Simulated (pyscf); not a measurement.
# Insertion: H₃Si–O–PH₂ (SMILES [SiH3]OP) + SiH₂ (SMILES [SiH2]) [singlet] → H₃Si–O–SiH₂–PH₂ (SMILES [SiH3]O[SiH2]P)

Gas phase, singlet surface, charge 0. Bonds broken: P1–O2. Bonds formed: P1–Si9, O2–Si9. PySCF, gas phase, ωB97X-D3(BJ)/def2-SVP geometries. Correlated levels are frozen-core, on RHF or UHF. ΔMP2 is the change of the MP2 total energy from the triple- to the quadruple-zeta basis.

Transition state (Å):

```xyz
11

P     -2.5814    -1.1150     1.0007
O     -0.9940    -0.0790     0.7270
Si     0.0637    -0.1288    -0.6073
H     -3.5948    -0.6986     0.0879
H     -1.9785    -1.9609    -0.0241
H      1.0014     1.0065    -0.4132
H      0.7817    -1.4282    -0.6097
H     -0.7284     0.0326    -1.8558
Si    -2.0296     1.2835     1.4122
H     -1.9392     2.2846     0.2826
H     -1.1407     1.9096     2.4545
```

One imaginary mode, 466i cm⁻¹; descent along it reached the two sides named, in the forms told below.

```csv
bond,change,reactant side (Å),saddle,product side
P1–O2,breaks,1.714,1.915,3.2
P1–Si9,forms,3.1,2.495,2.242
O2–Si9,forms,2.029,1.843,1.659
```

Electronic energies relative to the separated reactants (kcal/mol):

```
level                             barrier  reaction energy  reverse barrier
--------------------------------  -------  ---------------  ---------------
ωB97X-D3(BJ)/def2-TZVP              -11.1            -93.6             82.5
PBE/def2-TZVP                       -15.1            -86.7             71.6
r²SCAN/def2-TZVP                    -15.6            -93.6             77.9
B3LYP-D3(BJ)/def2-TZVP               -9.7            -86.8             77.0
PBE0-D3(BJ)/def2-TZVP               -13.9            -91.6             77.7
M06-2X/def2-TZVP                     -8.6            -87.2             78.6
ωB97M-D3(BJ)/def2-TZVP               -6.4            -85.1             78.8
HF/def2-TZVP                         12.6            -82.2             94.8
MP2/def2-QZVPP                      -10.9            -93.2             82.2
CCSD/def2-TZVPP                      -2.0            -85.3             83.3
CCSD(T)/def2-TZVPP                   -6.1            -86.4             80.4
CCSD(T)/def2-TZVPP + ΔMP2(QZVPP)     -7.1            -87.7             80.6
```

With CCSD(T)/def2-TZVPP + ΔMP2(QZVPP) energies and thermal terms (ideal gas, 1 atm, RRHO with modes under 100 cm⁻¹ raised to 100, one conformer, R ln 2 for chiral ones without a mode under 150 cm⁻¹), in kcal/mol:

```tsv
T (K)	ΔH‡	ΔG‡	ΔH	ΔG
298	-5.7	6.1	-84.7	-73.8
600	-5.5	18.0	-84.1	-62.9
900	-5.0	29.6	-83.1	-52.6
1200	-4.5	41.0	-82.1	-42.5
```

On the reactant side the descent ends in an adduct with a O–Si contact, 20.0 kcal/mol under the separated species and 8.9 kcal/mol under the saddle at ωB97X-D3(BJ)/def2-TZVP. At ωB97X-D3(BJ), PBE, r²SCAN, B3LYP-D3(BJ), PBE0-D3(BJ), M06-2X, ωB97M-D3(BJ), MP2, CCSD, CCSD(T), CCSD(T) the saddle lies under the separated reactants, which points to a path from their complex (located at ωB97X-D3(BJ) alone). What is counted as formed (O–Si) is already present as a longer contact in the reactant adduct; forming that adduct is a step of its own. H₃Si–O–PH₂ lies 5.7 kcal/mol over its isomer HO–SiH₂–PH₂ (electronic energy, ωB97M-D3(BJ)). One saddle was located; it need not be the lowest between these sides. The CCSD(T) − MP2 part came from Ansatz, without density fitting, on the same reference.
